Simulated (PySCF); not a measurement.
Species: Na₂.
SMILES with atom numbers: `[Na:1][Na:2]`

Structure used (PBE0/def2-TZVP), in Å, numbered top down from 1:
```xyz
2
Na2 angstrom
Na     1.550   -0.004   -0.002
Na    -1.549    0.004   -0.012
```

Theory: PySCF 2.14.0, PBE0/def2-TZVP geometry optimisation, gas phase.

Masses are those of the commonest isotopes; rigid-rotor values at the optimised geometry. 

**Question.** What are the moment of inertia and the rotational constant?

**Answer.** I = 110.412 u·Å², B = 505379 MHz·u·Å²/I = 4577 MHz (0.1527 cm⁻¹, or 0.220 K as hB/k). For two atoms I = μr² with μ = 11.4949 u and r = 3.0993 Å.

**Question.** List the first levels of a rigid rotor in a Σ state.

**Answer.** E(J) = BJ(J+1): J = 1: 0.305, J = 2: 0.916, J = 3: 1.832, J = 4: 3.054, J = 5: 4.580, J = 6: 6.413 cm⁻¹.

**Question.** Has it a pure rotational spectrum?

**Answer.** Not by electric dipole: D∞h allows no dipole (computed 0.00 D). Rotational Raman lines (ΔJ = 2) lie at B(4J + 6), spaced by 4B = 0.611 cm⁻¹, with nuclear-spin weights that differ between even and odd J.

**Question.** Estimate the classical rotational partition function at 50 K, 200 K and 298.15 K.

**Answer.** Point group D∞h, symmetry number σ = 2; q = kT/(σhB), k/h = 20836.6 MHz/K: 114 at 50 K, 455 at 200 K, 679 at 298.15 K.

No frequency check. These are rigid-rotor constants of the computed structure; measured ground-state constants (B0) also hold zero-point vibration.
